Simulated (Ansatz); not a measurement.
**Al, doublet: from triple and quadruple zeta to the limit**

A free Al atom.

Ansatz 0.2.0, UHF determinant, valence electrons correlated. Energies in eV.

```tsv
set	X	functions	Hartree–Fock	MP2 correlation	CCSD(T) correlation	time
def2-TZVPP	3	42	-6581.7375	-0.9686	-1.4124	0.54 s on 1 thread of Arm Neoverse V1 (shared host)
def2-QZVPP	4	70	-6581.9084	-1.0430	-1.4571	1.4 s on 1 thread of Arm Neoverse V1, on a shared host
```

Hartree–Fock is taken to follow E(X) = E∞ + A·exp(−7.88·√X), correlation E(X) = E∞ + B·X^−2.97.

Task: Work out the CCSD(T) energy at the limit, and how far the shortcut misses it that extrapolates MP2 and adds CCSD(T) minus MP2 from the smaller set.

Result: Hartree–Fock: E∞ = E4 + 0.1377·(E4 − E3) = -6581.9319. Correlation: E∞ = E4 + 0.7407·(E4 − E3) = -1.4902 for CCSD(T) and -1.0980 for MP2. The limit is -6583.4221 eV, 0.057 eV below def2-QZVPP. The shortcut gives a correlation energy of -1.0980 + (-0.4438) = -1.5418, 52 meV lower than the direct value.

Past Ne part of the Hartree–Fock step between the two sets comes from the cores, which don't follow the formula, so the 24 meV that it adds to the total can overshoot; that part largely cancels in differences.
